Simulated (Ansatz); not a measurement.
Basis-set extrapolation for CH$_{4}$O$_{2}$ (`OCO`) (PBE0-D4/def2-TZVP geometry, frozen core, Ansatz 0.2.0). Multiplicity 1, RHF reference.

|  | def2-TZVPP | def2-QZVPP |
| --- | --- | --- |
| HF | -189.993780 | -190.003074 |
| MP2 correlation | -0.658908 | -0.709984 |
| CCSD(T) correlation | -0.698700 | not run |

Energies in hartree. Use E(X) = E(∞) + A·exp(−7.88·√X) for Hartree–Fock and E(X) = E(∞) + B·X^(−2.97) for correlation, with X = 3 and 4, and add CCSD(T) minus MP2 of the smaller set to the MP2 limit.

Q: What is the CCSD(T) energy at the basis-set limit?

A: HF limit: -190.003074 + (-0.009294) × 0.13774 = -190.00435. MP2 limit: -0.709984 + (-0.051076) × 0.74074 = -0.74782. Higher-order term: -0.698700 − (-0.658908) = -0.03979. Total: -190.79196 hartree, 261.2 kJ/mol below CCSD(T)/def2-TZVPP.
